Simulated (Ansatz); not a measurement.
Born–Oppenheimer molecular dynamics of CH3SSi (6 atoms, charge 0, multiplicity 2). It starts at the highest image of a converged band, a first-order saddle point between two minima.

Theory: UKS PBE0-D4/6-31G* (Ansatz 0.2.0).

```
ensemble                      : NVE (velocity Verlet)
time step                     : 0.5 fs
steps asked                   : 184
starting velocities drawn for : 100 K
seed                          : 8115
```

First frame:

```xyz
6
Properties=species:S:1:pos:R:3
C -0.401 -0.711 -0.205
Si 0.520 1.110 0.244
S -1.363 0.543 -0.777
H -0.733 -1.614 0.300
H 1.607 0.775 -0.739
H 0.370 -0.103 1.176
```

Problem. How far do the bonds stretch over the last three quarters of this one trajectory? (Pairs bonded in most of those frames.)

Solution. 
```csv
bond,mean (Å),spread (Å),shortest,longest
C1–Si2,1.832,0.112,1.65,2.08
C1–S3,1.769,0.068,1.66,1.88
C1–H4,1.089,0.005,1.08,1.10
Si2–S3,2.187,0.047,2.10,2.24
Si2–H5,1.501,0.039,1.40,1.58
Si2–H6,1.533,0.035,1.45,1.58
```

Mean temperature of the second half: 1822 K. The conserved energy stayed within 0.24 meV per atom of its start (net change 0.029 meV per atom), so the integration is sound. The system heated up, since it started high on the potential surface and ran downhill. A run of 0.092 ps of so small a system gives no equilibrium averages.

Run time: 16 min on 1 thread of Arm Neoverse N1, with other jobs on the host, peak memory 0.15 GiB.
